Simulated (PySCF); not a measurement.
Basis-set dependence of population analyses: fluoroacetylene

Species: fluoroacetylene, C2HF.
Cartesian coordinates in Å at the PBE0-D3(BJ)/def2-SVP level; atoms count from 1:
```xyz
4
C2HF angstrom
C     -0.6117   -0.0001    0.0052
C      0.5190   -0.0001   -0.4072
F      1.7121    0.0002   -0.8427
H     -1.6194    0.0000    0.3730
```

PBE0 throughout (PySCF), one geometry, spherical d and f functions. Isolated species at its PBE0-D3(BJ)/def2-SVP geometry, gas phase.

Mulliken charges (e):

```
        basis  functions      C1      C2      F3      H4
       STO-3G         16  -0.161  +0.051  -0.013  +0.122
        6-31G         29  -0.041  +0.025  -0.249  +0.264
       6-31G*         44  -0.174  +0.151  -0.211  +0.234
     def2-SVP         47  -0.219  +0.271  -0.104  +0.052
6-311+G(2d,p)         87  -0.054  +0.226  -0.347  +0.176
    def2-TZVP         99  -0.286  +0.210  -0.124  +0.199
```

IAO charges (e):

| basis | functions | C1 | C2 | F3 | H4 |
| --- | --- | --- | --- | --- | --- |
| STO-3G | 16 | -0.239 | +0.100 | -0.024 | +0.163 |
| 6-31G | 29 | -0.294 | +0.229 | -0.148 | +0.213 |
| 6-31G* | 44 | -0.310 | +0.262 | -0.158 | +0.205 |
| def2-SVP | 47 | -0.309 | +0.262 | -0.155 | +0.202 |
| 6-311+G(2d,p) | 87 | -0.319 | +0.269 | -0.165 | +0.214 |
| def2-TZVP | 99 | -0.322 | +0.272 | -0.164 | +0.214 |

Hirshfeld charges (e):

| basis | functions | C1 | C2 | F3 | H4 |
| --- | --- | --- | --- | --- | --- |
| STO-3G | 16 | -0.140 | +0.004 | +0.057 | +0.079 |
| 6-31G | 29 | -0.140 | +0.040 | -0.005 | +0.104 |
| 6-31G* | 44 | -0.151 | +0.040 | +0.009 | +0.103 |
| def2-SVP | 47 | -0.148 | +0.044 | +0.006 | +0.097 |
| 6-311+G(2d,p) | 87 | -0.143 | +0.046 | -0.005 | +0.102 |
| def2-TZVP | 99 | -0.146 | +0.048 | -0.002 | +0.100 |

Which scheme is steadiest as the basis changes?

Largest range over the bases for any column: Hirshfeld 0.06 e, IAO 0.17 e, Mulliken 0.33 e. Hirshfeld charges move least and Mulliken charges most, counted in e. Without the minimal STO-3G basis the ranges are Hirshfeld 0.01, IAO 0.04, Mulliken 0.25 e.

How much do the charges still move between the two largest bases, 6-311+G(2d,p) and def2-TZVP?

At most, over all atoms: Mulliken 0.231 e, IAO 0.003 e, Hirshfeld 0.003 e.

What do the same runs give for the total energy, the frontier levels and the dipole moment?

| basis | energy (Eh) | HOMO (eV) | LUMO (eV) | μ (D) |
| --- | --- | --- | --- | --- |
| STO-3G | -173.9772 | -5.51 | 5.59 | 0.02 |
| 6-31G | -176.3017 | -8.15 | 1.98 | 0.91 |
| 6-31G* | -176.3443 | -7.89 | 2.21 | 0.49 |
| def2-SVP | -176.2187 | -8.19 | 1.81 | 0.52 |
| 6-311+G(2d,p) | -176.4074 | -8.31 | 0.15 | 0.62 |
| def2-TZVP | -176.4260 | -8.26 | 1.24 | 0.55 |

The dipole is fixed by the density alone, so its range of 0.89 D shows that the density itself changes with the basis, not only its division among atoms.
